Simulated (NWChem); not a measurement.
System: NO cation

```xyz
2

N      0.0000     0.0000    -0.5714
O      0.0000     0.0000     0.5013
```
Atoms are numbered in this order, from 1.

Computed with NWChem. Coordinates come from a B3LYP/6-31G* (spherical d) optimisation. GIAO values for the isolated, static molecule; σ is the absolute isotropic shielding.

```json
[
 {"level": "PBE0/cc-pVDZ", "basis functions": "28", "σ N1 (ppm)": "-135.0", "σ O2 (ppm)": "-172.3"},
 {"level": "PBE0/cc-pVTZ", "basis functions": "60", "σ N1 (ppm)": "?", "σ O2 (ppm)": "?"},
 {"level": "PBE0/cc-pCVTZ", "basis functions": "86", "σ N1 (ppm)": "-169.8", "σ O2 (ppm)": "-206.8"},
 {"level": "PBE0/pcSseg-1", "basis functions": "34", "σ N1 (ppm)": "-172.4", "σ O2 (ppm)": "-214.6"},
 {"level": "PBE0/pcSseg-2", "basis functions": "72", "σ N1 (ppm)": "-177.5", "σ O2 (ppm)": "-216.3"}
]
```

Q: What belongs in the gaps?

A: 
- PBE0/cc-pVTZ, σ N1 (ppm): -162.2
- PBE0/cc-pVTZ, σ O2 (ppm): -200.6
